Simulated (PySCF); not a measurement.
Species: C3H2ClNS.
Atom-mapped SMILES: `[Cl:1][c:2]1[cH:3][s:4][cH:5][n:6]1`

Cartesian coordinates in Å at the PBE0-D3(BJ)/def2-SVP level; atoms count from 1:
```xyz
8
C3H2ClNS angstrom
Cl    -2.5057    1.8758    0.6183
C     -1.1886    0.7755    0.6133
C     -1.3326   -0.5872    0.6694
S      0.2224   -1.3102    0.6401
C      0.9262    0.2648    0.5585
N      0.0805    1.2488    0.5513
H     -2.2506   -1.1670    0.7238
H      2.0100    0.3911    0.5156
```

Probes without a nucleus sit at each ring's centroid and 1 Å off its mean plane on both sides; NICS is minus the shielding there, NICSzz its component along the normal. Level: GIAO PBE0/pcSseg-1 (PySCF, non-relativistic, gas phase) on the PBE0-D3(BJ)/def2-SVP geometry, one conformer.

Ring bond lengths (Å), with Mayer bond orders in brackets: C2–C3 1.371 (1.46), C3–S4 1.715 (1.19), S4–C5 1.727 (1.17), C5–N6 1.298 (1.64), N6–C2 1.356 (1.30).

**Question.** What do the NICS probes read (ppm)?

**Answer.** 
| ring | type | NICS(0) | NICS(1), two faces | NICS(1)zz, two faces | rms pucker (Å) | centre to ring atoms, mean (Å) |
| --- | --- | --- | --- | --- | --- | --- |
| C2–C3–S4–C5–N6 | 5-membered ring with N and S; formal bonds all aromatic | -13.0 | -11.8 / -11.8 | -27.6 / -27.6 | 0.00 | 1.26 |

**Question.** What do they say, and how far can they be read as aromaticity?

**Answer.** 
- C2–C3–S4–C5–N6: mean NICS(1)zz -27.6 ppm, shielded. For a flat ring without four-coordinate atoms the NICS criterion counts such a value as aromatic.

**Question.** What does the geometric index give? HOMA = 1 − mean of α(R − Ropt)² over the ring bonds, with Krygowski's 1993 parameters (CC: Ropt 1.388 Å, α 257.7 Å⁻²; CN: Ropt 1.334 Å, α 93.52 Å⁻²; CS: Ropt 1.677 Å, α 94.09 Å⁻²).

**Answer.** 
- C2–C3–S4–C5–N6: HOMA 0.88; the largest term is that of S4–C5, α(R − Ropt)² = 0.23. The geometric and the magnetic index point the same way.

**Question.** What is the mean of the two in-plane components of NICS at the second NICS(1) probe listed for ring C2–C3–S4–C5–N6, 1 Å off the ring?

**Answer.** The isotropic value is a third of the trace: (3 × -11.8 − (-27.6))/2 = -3.9 ppm.

**Question.** Give the inner angles of the rings and the Hirshfeld charges of the ring atoms.

**Answer.** 
- C2–C3–S4–C5–N6: C2 116.6° (+0.037 e), C3 108.8° (-0.100 e), S4 89.2° (+0.128 e), C5 115.2° (+0.002 e), N6 110.2° (-0.176 e); sum 540.0° against 540° for a flat convex ring.

**Question.** What are the shieldings of the ring atoms and their hydrogens in the same run (means over atoms taken as equivalent)?

**Answer.** 
```json
{"atoms": "C2", "environment": "aromatic C–Cl carbon", "σ isotropic (ppm)": "33.2", "principal values of the symmetric part, first atom (ppm)": "-34.5, 63.0, 71.1"}
{"atoms": "C3", "environment": "aromatic CH next to a ring sulfur", "σ isotropic (ppm)": "63.7", "principal values of the symmetric part, first atom (ppm)": "-17.0, 69.9, 138.2"}
{"atoms": "S4", "environment": "thiophene-type sulfur", "σ isotropic (ppm)": "210.8", "principal values of the symmetric part, first atom (ppm)": "-3.6, 262.1, 373.8"}
{"atoms": "C5", "environment": "aromatic CH next to a ring nitrogen", "σ isotropic (ppm)": "28.7", "principal values of the symmetric part, first atom (ppm)": "-53.2, 24.7, 114.5"}
{"atoms": "N6", "environment": "pyridine-type nitrogen", "σ isotropic (ppm)": "-96.4", "principal values of the symmetric part, first atom (ppm)": "-381.1, -117.2, 209.0"}
{"atoms": "H7", "environment": "aromatic hydrogen", "σ isotropic (ppm)": "24.34", "principal values of the symmetric part, first atom (ppm)": "20.6, 25.9, 26.5"}
{"atoms": "H8", "environment": "aromatic hydrogen", "σ isotropic (ppm)": "23.01", "principal values of the symmetric part, first atom (ppm)": "19.7, 22.2, 27.1"}
```

**Question.** How do the values depend on the level or the medium?

**Answer.** 
```
                level  NICS(0), C2–C3–S4–C5–N6  mean NICS(1)zz, C2–C3–S4–C5–N6
   PBE0/pcSseg-1, gas                    -13.0                           -27.6
wB97X-D/pcSseg-2, gas                    -12.2                           -27.3
```

The geometry is the same throughout.

Time: 9.1 s wall. Hardware: one thread, Arm Neoverse V1 (shared host). This is the whole shielding run at PBE0/pcSseg-1, SCF included.
